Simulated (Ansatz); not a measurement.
```yaml
crystal:
  periodic: [false, false, false]
  atoms:
    - {symbol: Ru, position_ang: [-0.323394, 0.002392, 0.001942]}
    - {symbol: N, position_ang: [1.855116, -0.013720, -0.011143]}
    - {symbol: H, position_ang: [2.209090, -0.981019, -0.008154]}
    - {symbol: H, position_ang: [2.224795, 0.470354, 0.819511]}
    - {symbol: H, position_ang: [2.214694, 0.461496, -0.851292]}
basis:
  gaussian: {orbitals: def2-TZVP}
total_charge: 1
magnetization: {spin_polarized: true, initial_magnetization: 3}
hamiltonian: {xc: pbe0}
relax: {f_tol: 0.004, max_steps: 80}
```

```sh
$ ansatz run in.yaml --threads 1 --pin off --events-out ev --progress --plain --max-ram 2176MiB
```

Steps of the relaxation (energy above the last step; positions in Å, forces in eV/Å):

```
5
step 1, 29.9 meV
Ru   -0.323    0.002    0.002    0.391   -0.003   -0.002
N     1.855   -0.014   -0.011   -0.284    0.002    0.002
H     2.209   -0.981   -0.008   -0.031    0.596   -0.003
H     2.225    0.470    0.820   -0.041   -0.300   -0.514
H     2.215    0.461   -0.851   -0.035   -0.295    0.518
```

```
5
step 2, 1.9 meV
Ru   -0.302    0.002    0.002    0.103   -0.001   -0.001
N     1.837   -0.014   -0.011   -0.162    0.001    0.001
H     2.208   -0.964   -0.008    0.020    0.108   -0.001
H     2.224    0.462    0.805    0.019   -0.055   -0.093
H     2.214    0.453   -0.836    0.020   -0.054    0.094
```

```
5
step 3, 0.0 meV
Ru   -0.295    0.002    0.002   -0.005    0.000    0.000
N     1.829   -0.014   -0.011   -0.039    0.000    0.000
H     2.208   -0.959   -0.008    0.015   -0.009    0.000
H     2.224    0.459    0.800    0.015    0.005    0.008
H     2.214    0.450   -0.832    0.015    0.004   -0.008
```

```
5
step 5, 0.0 meV
Ru   -0.297    0.002    0.002    0.000    0.000    0.000
N     1.828   -0.014   -0.011    0.000    0.000    0.000
H     2.209   -0.958   -0.008    0.000    0.000    0.000
H     2.225    0.459    0.800    0.000    0.000    0.000
H     2.215    0.450   -0.831    0.000    0.000    0.000
```

Close pairs at the end: N2–H4 1.019 Å, N2–H3 1.019 Å, N2–H5 1.019 Å, Ru1–N2 2.125 Å.

A stationary point of unrestricted PBE0 after 5 steps, with ⟨S²⟩ = 3.755 against 3.75 for a pure state; no frequencies were run, so it isn't proven a minimum. 31 s on 1 thread of Intel Xeon 6975P-C, shared host.
